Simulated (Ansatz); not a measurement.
**[OH···H···BH2], doublet: transfer scan**

Starting geometry:

```xyz
6

O    -1.0675   -0.0303    0.0000
H    -1.3168    0.8963    0.0000
H    -0.1080   -0.0303    0.0000
B     1.3635   -0.0303    0.0000
H     1.8726   -0.0303    1.0770
H     1.8726   -0.0303   -1.0770
```

From there H3 is moved from one fragment to the other while all else, the fragments' distance too, stays fixed; atoms are numbered as listed. Energies are in kcal/mol, counted from the starting geometry at the same level. Kohn–Sham curves are unrestricted where that lies lower.

Basis cc-pVDZ; Ansatz 0.2.0. Correlated methods freeze the noble-gas cores. Prefix R: restricted or restricted open-shell reference; prefix U: unrestricted.

Full CI isn't at hand for all of this; UCCSDT(Q) serves as the reference, and is uncertain by about the last step of the cluster series.

```
distance O1-H3 (Å)  r2SCAN
             0.892     5.4
             0.960     0.0
             1.003    -1.0
             1.046    -0.8
             1.089     0.1
             1.132     1.3
             1.175     2.9
             1.218     4.8
             1.261     7.1
```

Q: Estimate the UCCSDT(Q) curve in cc-pVDZ from this one, knowing how r2SCAN errs.

A: The computed UCCSDT(Q) values, in kcal/mol from the starting point, and the error of r2SCAN against them:
```tsv
distance O1-H3 (Å)	UCCSDT(Q)	r2SCAN less UCCSDT(Q)
0.892	4.5	0.9
0.960	0.0	0.0
1.003	-0.3	-0.6
1.046	0.4	-1.2
1.089	1.8	-1.7
1.132	3.5	-2.1
1.175	5.2	-2.3
1.218	7.1	-2.3
1.261	9.2	-2.2
```

The error spans 3.3 kcal/mol and is largest, -2.3 kcal/mol, at 1.218 Å.

In so small a basis the reference is far from its limit while semilocal and hybrid functionals are nearer theirs, so the functionals' errors here hold much of the reference's basis and frozen-core error, which can add to them or hide them.
